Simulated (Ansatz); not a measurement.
Two isomers of C3H5N: A = `C1=NCC1`, B = `NC1C=C1`.

Gas-phase electronic energies from Ansatz, PBE0-D4/def2-TZVP geometries. CCSD(T)/CBS is the MP2 limit (def2-TZVPP, def2-QZVPP) plus CCSD(T) − MP2 in def2-TZVPP, frozen cores. DFT in def2-TZVPP. B3LYP here is the variant with VWN-RPA as its local correlation; programs differ in this. One conformer a species, not always the lowest.

A:

```xyz
9

C    -0.837   -0.099   -0.779
N     0.232    0.366   -1.307
C     0.923    0.299    0.005
C    -0.374   -0.263    0.633
H    -1.779   -0.291   -1.294
H     1.782   -0.376   -0.007
H     1.243    1.281    0.361
H    -0.325   -1.287    1.010
H    -0.864    0.369    1.378
```

B:

Z-matrix (Å, degrees):
```
C
C 1 1.495
C 1 1.479 2 51.7
N 1 1.440 2 123.5 3 -104.2
H 1 1.090 2 119.8 3 105.8
H 2 1.079 1 148.0 3 175.2
H 3 1.079 1 146.3 2 -175.1
H 4 1.013 1 111.0 2 -96.6
H 4 1.013 1 110.5 2 22.9
```

Task: Which is lower in electronic energy at CCSD(T)/CBS, and by how much? (Estimate.)

Result: Computed: A, by 24.9 kcal/mol.

Task: Give E(B) − E(A) in kcal/mol with BLYP-D4, PBE0-D4, r2SCAN-D4, MP2/def2-TZVPP, B3LYP, LDA (SPW92), ωB97M-V. (Estimate.)

Result: The calculation gave: BLYP-D4 24.1, PBE0-D4 24.5, r2SCAN-D4 23.8, MP2/def2-TZVPP 24.7, B3LYP 24.2, LDA (SPW92) 23.1, ωB97M-V 25.0. None reverses the order clearly.

Task: Does the order hold for the free energy at 298.15 K (harmonic terms from PBE0-D4)? (Best estimate.)

Result: The calculation gave: Yes: G(B) − G(A) = +23.5 kcal/mol, for one conformer each.

Largest T1 diagnostic: 0.011.

Leaving LDA and LC-ωPBE aside and taking each functional with its dispersion term where it has one, the values, not all of them listed here, spread over 2.2 kcal/mol, from r2SCAN-D4 to ωB97X-V. LDA lies −0.9 kcal/mol from PBE without D4. From BLYP to BHLYP (50 % exact exchange), in def2-TZVPP and without D4, E(B) − E(A) moves by +1.2 kcal/mol.
